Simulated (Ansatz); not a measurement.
# AlFH6Si: the cost of one run

All numbers below are computed with Ansatz 0.2.0 (UKS B3LYP/6-31G*).

### 1 The system as given

Bond lengths: Al1–Si2 2.712 Å, Al1–H3 1.549 Å, Al1–H4 1.547 Å, Al1–H5 1.810 Å, Al1–F6 2.109 Å, Si2–H7 1.490 Å, Si2–H8 1.471 Å, Si2–H9 1.470 Å. Angles (14 of 16 angles, heavy atoms first): Si2–Al1–F6 78.6°, Al1–Si2–H7 83.7°, Al1–Si2–H8 122.1°, Al1–Si2–H9 129.9°, Si2–Al1–H3 111.8°, Si2–Al1–H4 119.4°, Si2–Al1–H5 43.5°, H3–Al1–F6 117.8°, H4–Al1–F6 109.2°, H5–Al1–F6 35.1°, H7–Si2–H8 103.8°, H7–Si2–H9 104.2°, H8–Si2–H9 104.2°, H3–Al1–H4 115.1°.

As a file:

```xyz
9

Al   -0.4587   -1.2254    0.5780
Si    0.1339    1.1624   -0.5624
H    -1.1020   -2.2025   -0.4369
H    -1.0687   -1.2583    1.9990
H     1.0403   -0.2722    0.2318
F     1.6450   -1.2055    0.7252
H    -1.3049    1.1498   -0.9483
H     0.2747    2.3933    0.2310
H     0.8405    1.4584   -1.8174
```

### 2 Run 1

150 steps of 0.5 fs at constant energy, with velocities drawn for 1000 K.

Input file input.yaml:

```yaml
crystal:
  periodic: [false, false, false]
  atoms:
    - { symbol: Al, position_ang: [-0.4587, -1.2254, 0.578] }
    - { symbol: Si, position_ang: [0.1339, 1.1624, -0.5624] }
    - { symbol: H, position_ang: [-1.102, -2.2025, -0.4369] }
    - { symbol: H, position_ang: [-1.0687, -1.2583, 1.999] }
    - { symbol: H, position_ang: [1.0403, -0.2722, 0.2318] }
    - { symbol: F, position_ang: [1.645, -1.2055, 0.7252] }
    - { symbol: H, position_ang: [-1.3049, 1.1498, -0.9483] }
    - { symbol: H, position_ang: [0.2747, 2.3933, 0.231] }
    - { symbol: H, position_ang: [0.8405, 1.4584, -1.8174] }
magnetization:
  spin_polarized: true
basis:
  gaussian: { orbitals: "6-31G*" }
hamiltonian:
  xc: b3lyp
md:
  timestep: 0.5
  n_steps: 150
  ensemble: nve
  temperature: 1000.0
  initial_velocities: maxwell_boltzmann
  seed: 341966
```

Run with:

```
$ ansatz run input.yaml --threads 1 --pin off --max-ram 2048MiB --backend cpu --events-out ev --progress --plain --runs-dir out
```

Q: Estimate wall time and peak memory on 1 thread of Arm Neoverse V2, shared host.

About 9.6 min, with a peak of 0.16 GiB.
